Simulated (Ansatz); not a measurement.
# AlH3 (SMILES [AlH3]): levels of theory compared

We compute a comparison of 6 runs (HF/3-21G, B3LYP/6-31G*, B2PLYP/cc-pVDZ, B3LYP/6-311+G**, MP2/6-31+G*, CCSD(T)/6-31G**) of AlH3. 

Program for the calculation: Ansatz 0.2.0.

## 1. The system as given

The species is AlH3 (4 atoms), meant as a singlet with charge 0. SMILES: `[AlH3]`. Geometry: relaxed at PBE0-D4/def2-TZVP.

Bond lengths: Al1–H2 1.586 Å, Al1–H3 1.586 Å, Al1–H4 1.586 Å. Angles: H2–Al1–H3 120.0°, H2–Al1–H4 120.0°, H3–Al1–H4 120.0°.

## 2. Energy and gradient at HF/3-21G (run 1)

in.yaml reads:

```yaml
crystal:
  periodic: [false, false, false]
  atoms:
    - {symbol: Al, position_ang: [0.013700, -0.014800, -0.005100]}
    - {symbol: H, position_ang: [0.633200, 0.670900, 1.283600]}
    - {symbol: H, position_ang: [-1.340800, -0.832000, 0.105100]}
    - {symbol: H, position_ang: [0.749400, 0.115700, -1.403900]}
basis:
  gaussian: {orbitals: 3-21G.json}
hamiltonian: {xc: hf}
accuracy: high
output: {forces: true, orbitals: {seedname: orbitals}}
```

The basis set 3-21G is read from a file made from the Basis Set Exchange's data (not shown).

Command:

```sh
$ ansatz run in.yaml --threads 1 --pin off --max-ram 2610MiB --events-out events.jsonl --progress --plain --runs-dir runs
```

Output:

```text
Warning: RAYON_NUM_THREADS=1 ignored (pool sized by the plan → 1); use --threads N
Functional definition: HF
  name "HF"
  exchange = exact_x
  correlation = 0
374 factors; integrals over basis functions are off by at most 2.7e-9 eV
mean field evaluation 1: about -6592.6259 eV, gradient 6.3e0 eV
mean field evaluation 2: about -6592.6276 eV, gradient 6.3e0 eV
mean field evaluation 4: about -6592.8821 eV, gradient 1.5e-1 eV
mean field evaluation 8: about -6592.8824 eV, gradient 1.0e-4 eV
mean field -6592.88236965 eV, -242.2839582683 hartree, gradient 7.1e-8 eV, S^2 0.000000; 0 other end points of the search recorded, 0 dependent functions left out
the calculation of the forces begins
reference -6592.88236965 eV, -242.2839582683 hartree; 8, 8 occupied and 11, 11 virtual orbitals, 374 factors
Total energy: -6592.88236965 eV, -242.2839582683 hartree
Atom 0 at     0.013700    -0.014800    -0.005100 Å, force     0.001876    -0.001498    -0.000586 eV/Å
Atom 1 at     0.633200     0.670900     1.283600 Å, force     0.079978     0.089613     0.167157 eV/Å
Atom 2 at    -1.340800    -0.832000     0.105100 Å, force    -0.176547    -0.105628     0.014281 eV/Å
Atom 3 at     0.749400     0.115700    -1.403900 Å, force     0.094693     0.017513    -0.180852 eV/Å
Dipole moment:    -0.000283     0.000401    -0.000034 e Å
```

It took 0.12 s on 1 thread of Arm Neoverse V2, shared host.

## 3. Energy and gradient at B3LYP/6-31G(d) (spherical functions) (run 2)

Changes to in.yaml since step 2:

```diff
@@ -8,5 +8,7 @@
 basis:
-  gaussian: {orbitals: 3-21G.json}
-hamiltonian: {xc: hf}
+  gaussian:
+    orbitals: 6-31G_st_-spherical.json
+output: {forces: true, orbitals: {seedname: orbitals}}
+hamiltonian:
+  xc: {name: B3LYP}
 accuracy: high
-output: {forces: true, orbitals: {seedname: orbitals}}
```

The basis set 6-31G* is read from a file made from the Basis Set Exchange's data (not shown).

Command:

```sh
$ ansatz run in.yaml --threads 1 --pin off --max-ram 2610MiB --events-out events.jsonl --progress --plain --runs-dir runs
```

Output, shortened:

```text
Warning: RAYON_NUM_THREADS=1 ignored (pool sized by the plan → 1); use --threads N
Functional definition: B3LYP
  name "B3LYP"
[...]
453 factors; integrals over basis functions are off by at most 3.6e-9 eV
[...]
mean field -6645.10743447 eV, -244.2031940011 hartree, gradient 1.3e-8 eV, S^2 0.000000; 0 other end points of the search recorded, 0 dependent functions left out
[...]
reference -6645.10746979 eV, -244.2031952991 hartree; 8, 8 occupied and 16, 16 virtual orbitals, 453 factors
Total energy: -6645.10746979 eV, -244.2031952991 hartree
Atom 0 at     0.013700    -0.014800    -0.005100 Å, force     0.001772    -0.001425    -0.000559 eV/Å
Atom 1 at     0.633200     0.670900     1.283600 Å, force     0.019451     0.022513     0.041187 eV/Å
Atom 2 at    -1.340800    -0.832000     0.105100 Å, force    -0.044059    -0.025783     0.003519 eV/Å
Atom 3 at     0.749400     0.115700    -1.403900 Å, force     0.022836     0.004694    -0.044148 eV/Å
Dipole moment:    -0.000228     0.000316    -0.000022 e Å
```

Run time: 1 s. Hardware: 1 thread of Arm Neoverse V2, shared host.

Runs 3 to 4 aren't shown in full; the table further down has their settings and results.

## 4. Energy and forces at MP2/6-31+G(d) (spherical functions) (run 5)

Changes to in.yaml since step 3:

```diff
@@ -9,6 +9,7 @@
   gaussian:
-    orbitals: 6-31G_st_-spherical.json
+    orbitals: 6-31+G_st_-spherical.json
 output: {forces: true, orbitals: {seedname: orbitals}}
-hamiltonian:
-  xc: {name: B3LYP}
 accuracy: high
+correlation:
+  method: mp2
+  frozen_orbitals: {Al: 5, H: 0}
```

The basis set 6-31+G* is read from a file made from the Basis Set Exchange's data (not shown).

Command:

```sh
$ ansatz run in.yaml --threads 1 --pin off --max-ram 2610MiB --events-out events.jsonl --progress --plain --runs-dir runs
```

Output, shortened:

```text
Warning: RAYON_NUM_THREADS=1 ignored (pool sized by the plan → 1); use --threads N
[... 2 set-up lines as earlier in the session ...]
[...]
514 factors; integrals over basis functions are off by at most 3.6e-9 eV
[...]
mean field -6629.14576670 eV, -243.6166135298 hartree, gradient 4.0e-8 eV, S^2 0.000000; 0 other end points of the search recorded, 0 dependent functions left out
5 core orbitals not correlated: weight in the atoms' cores, before any rotation towards them, 1.000 or more for the frozen orbitals, at most 0.000 for the correlated occupied ones
reference -6629.14576670 eV, -243.6166135298 hartree; 3, 3 occupied and 20, 20 virtual orbitals, 514 factors
second order -1.44950333 eV of doubles, -0.00000000 eV of singles
[...]
Total energy: -6630.59527003 eV, -243.6698817947 hartree
Atom 0 at     0.013700    -0.014800    -0.005100 Å, force     0.001883    -0.001538    -0.000578 eV/Å
Atom 1 at     0.633200     0.670900     1.283600 Å, force     0.015352     0.018043     0.032709 eV/Å
Atom 2 at    -1.340800    -0.832000     0.105100 Å, force    -0.035196    -0.020380     0.002794 eV/Å
Atom 3 at     0.749400     0.115700    -1.403900 Å, force     0.017960     0.003874    -0.034925 eV/Å
Dipole moment:    -0.000252     0.000352    -0.000028 e Å
```

Run time: 0.34 s. Hardware: 1 thread of Arm Neoverse V2, shared host.

## 5. Energy and gradient at CCSD(T)/6-31G(d,p) (spherical functions) (run 6)

input.yaml reads:

```yaml
crystal:
  periodic: [false, false, false]
  atoms:
    - {symbol: Al, position_ang: [0.013700, -0.014800, -0.005100]}
    - {symbol: H, position_ang: [0.633200, 0.670900, 1.283600]}
    - {symbol: H, position_ang: [-1.340800, -0.832000, 0.105100]}
    - {symbol: H, position_ang: [0.749400, 0.115700, -1.403900]}
basis:
  gaussian:
    orbitals: 6-31G_st__st_-spherical.json
correlation:
  method: ccsd_t
  frozen_orbitals: {Al: 5, H: 0}
accuracy: high
scf:
  omitted_lower_state_checks: [cluster_reference, increment]
output: {forces: true, orbitals: {seedname: orbitals}}
```

The basis set 6-31G** is read from a file made from the Basis Set Exchange's data (not shown).

Command:

```sh
$ ansatz run input.yaml --threads 1 --pin off --max-ram 2610MiB --events-out events.jsonl --progress --plain --runs-dir runs
```

Output, shortened:

```text
Warning: RAYON_NUM_THREADS=1 ignored (pool sized by the plan → 1); use --threads N
[... 2 set-up lines as earlier in the session ...]
[...]
633 factors; integrals over basis functions are off by at most 3.5e-9 eV
[...]
mean field -6629.19356299 eV, -243.6183700112 hartree, gradient 1.4e-8 eV, S^2 0.000000; 0 other end points of the search recorded, 0 dependent functions left out
5 core orbitals not correlated: weight in the atoms' cores, before any rotation towards them, 1.000 or more for the frozen orbitals, at most 0.000 for the correlated occupied ones
reference -6629.19356299 eV, -243.6183700112 hartree; 3, 3 occupied and 25, 25 virtual orbitals, 633 factors
second order -1.93417431 eV of doubles, -0.00000000 eV of singles
cycle   1  -2.32416294 eV  change   -3.9e-1 eV  update   4.6e-2
[...]
cycle  18  -2.48118652 eV  change  -5.8e-10 eV  update  3.4e-10
perturbative correction -0.02731515 eV, -0.0010038131 hartree
[...]
Total energy: -6631.70206466 eV, -243.7105557472 hartree
Atom 0 at     0.013700    -0.014800    -0.005100 Å, force     0.001850    -0.001553    -0.000537 eV/Å
Atom 1 at     0.633200     0.670900     1.283600 Å, force    -0.027619    -0.029558    -0.056708 eV/Å
Atom 2 at    -1.340800    -0.832000     0.105100 Å, force     0.058823     0.036312    -0.004852 eV/Å
Atom 3 at     0.749400     0.115700    -1.403900 Å, force    -0.033054    -0.005200     0.062097 eV/Å
Dipole moment:    -0.000241     0.000338    -0.000027 e Å
Checks for a lower state left out: cluster_reference, increment
```

Run time: 0.74 s. Hardware: 1 thread of Arm Neoverse V2, shared host.

## 6. All runs side by side

```csv
run,level,frozen core orbitals,energy (Eh),dipole moment (D),HOMO energy (eV),LUMO energy (eV),wall time
1,HF/3-21G,–,-242.283958,0.00,-11.63,0.85,0.12 s
2,B3LYP/6-31G* (spherical functions),–,-244.203195,0.00,-8.36,-1.93,1 s
3,B2PLYP/cc-pVDZ,5,-244.062524,0.00,-9.71,-0.74,3.3 s
4,B3LYP/6-311+G**,–,-244.229096,0.00,-8.40,-2.01,1.6 s
5,MP2/6-31+G* (spherical functions),5,-243.669882,0.00,-11.73,0.58,0.34 s
6,CCSD(T)/6-31G** (spherical functions),5,-243.710556,0.00,-11.69,0.91,0.74 s
```

## 7. Results

```
                                          quantity          value
                               run 6: total energy  -243.71056 Eh
         run 6: dipole moment (correlated density)         0.00 D
        run 6: HOMO energy (Hartree–Fock orbitals)      -11.69 eV
        run 6: LUMO energy (Hartree–Fock orbitals)        0.91 eV
      run 6: HOMO–LUMO gap (Hartree–Fock orbitals)       12.59 eV
run 6: correlation energy (5 core orbitals frozen)      -92.2 mEh
                             run 6: (T) correction      -1.00 mEh
                              run 6: T1 diagnostic          0.009
                   run 6: largest force on an atom     0.071 eV/Å
```

In words: Over runs 1, 2, 3, 4 the HOMO–LUMO gap runs from 6.38 eV (B3LYP/6-311+G**) to 12.48 eV (HF/3-21G). The two ends differ in method and basis. Totals of different functionals can't be ranked against each other. All runs together took 7.1 s, the longest 3.3 s.
